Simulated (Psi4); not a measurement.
This Psi4 input (MP2/6-311G**) gives -342.61210 Eh with 44 basis functions.

```
memory 8100 MB

molecule {
0 1
P     0.00293147    0.00160888    0.12817703
H    -0.00384980    1.18388197   -0.65609339
H     1.01199153   -0.61366513   -0.65676338
H    -1.05211382   -0.59435001   -0.60979871
}

set {
  basis 6-311g**
  scf_type df
  freeze_core true
}

energy('mp2')
print_variables()
```

Change:
```diff
- basis 6-311g**
+ basis def2-sv(p)
```

Task: What does the run give now?

Result: -342.46121 Eh (MP2/def2-SV(P), 24 functions), a change of +150.89 mEh.
